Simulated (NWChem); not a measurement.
Species: CH$_{4}$S cation, doublet; SMILES of the neutral closed-shell parent CS

```xyz
6

C     -1.0465    -0.4407     0.0556
S      0.5483     0.3184    -0.0382
H     -1.1297    -0.9973     1.0095
H     -1.8042     0.3515    -0.0113
H     -1.1519    -1.1698    -0.7713
H      1.3242    -0.8019     0.0590
```
Atoms are numbered in this order, from 1.

Computed with NWChem. Geometry optimised at PBE0/def2-SVP; all other runs use it. Pople sets run with spherical d functions. Spin-unrestricted. This spin state was assumed; another may lie lower. Vzz has the sign of the potential's second derivative. Excited states of an open shell can be spin-contaminated.

```csv
quantity,level,value
Vzz S2 (a.u.),PBE/def2-TZVP,?
"charge (e), ESP C1",UHF/6-31G*,?
"cavity-dispersion-structure term (kcal/mol) in N,N-dimethylformamide","B3LYP/def2-SVP, SMD",-0.2
"lowest empty minus highest occupied level, either spin (eV)",CAM-B3LYP/def2-SVP,6.75
A(iso) 1H atom 6 (MHz),BHandHLYP/aug-cc-pVTZ-J,-49.1
"vertical, lowest state with f > 0.02 (eV)","UHF/def2-SVP, CIS",?
highest harmonic frequency (cm⁻¹),PBE0/def2-SVP,3209
```

Q: What belongs in the gaps?

A: 
- Vzz S2 (a.u.), value: -1.504
- charge (e), ESP C1, value: -0.06
- vertical, lowest state with f > 0.02 (eV), value: 8.08
